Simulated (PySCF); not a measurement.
An unknown gives this computed stick spectrum. Level of theory: TDDFT CAM-B3LYP/def2-SVPD, vertical, gas phase, core orbitals frozen in the response in PySCF. Geometries: PBE0-D3(BJ)/def2-SVP, one conformer each.

```
state  E (eV)       f  main configurations (H = HOMO, L = LUMO)
   S1    6.06  0.0011                                 H→L (83%)
   S2    6.66  0.0038                  H-2→L (51%), H→L+1 (21%)
   S3    6.89   0.034      H→L+1 (43%), H-2→L (27%), H→L+2 (9%)
   S4    7.13   0.296                               H-1→L (83%)
   S5    7.46   0.151                             H-1→L+1 (74%)
   S6    7.74  0.0013                  H-3→L (71%), H→L+1 (10%)
   S7    7.81   0.019      H→L+2 (43%), H→L+3 (27%), H→L+5 (8%)
   S8    7.96   0.016   H→L+3 (23%), H-2→L+1 (18%), H→L+5 (13%)
   S9    8.07   0.042   H-1→L+2 (40%), H→L+4 (25%), H→L+2 (15%)
  S10    8.20   0.014    H-2→L+1 (55%), H-2→L (10%), H→L+4 (9%)
```

Triplets computed (Tamm–Dancoff): 4.29, 5.76, 6.27, 6.69 eV.

Question: Which candidate is it? All have the formula C4H7N.
A. `C=C1C[C@@H]1N`
B. `C#C[C@@H](C)N`
C. `C=NC1CC1`

Answer: A. Its S1 lies at 6.06 eV; the nearest of the others has S1 at 6.35 eV. S1 is HOMO→LUMO (83%). Löwdin shares by element: HOMO nitrogen 48%, carbon 29% or more (atoms not listed hold the other 24%); LUMO carbon 51% or more, hydrogen 9% or more (atoms not listed hold the other 40%). At the same level the other candidates give, for their lowest levels:
- `C=NC1CC1`: 5.08 eV (f 0.001); 6.83 eV (f 0.370); 7.57 eV (f 0.012); 7.58 eV (f 0.040); 7.70 eV (f 0.002); T1 4.26 eV; HOMO -8.83, LUMO 0.84 eV
- `C#C[C@@H](C)N`: 6.35 eV (f 0.004); 6.56 eV (f 0.008); 6.77 eV (f 0.004); 6.84 eV (f 0.003); 7.48 eV (f 0.026); T1 5.35 eV; HOMO -8.61, LUMO 1.19 eV

Conformer computed: `[CH2:1]=[C:2]1[CH2:3][C@@H:4]1[NH2:5]`: H–N5–C4–C3 -148°, H–N5–C4–C3 93°.
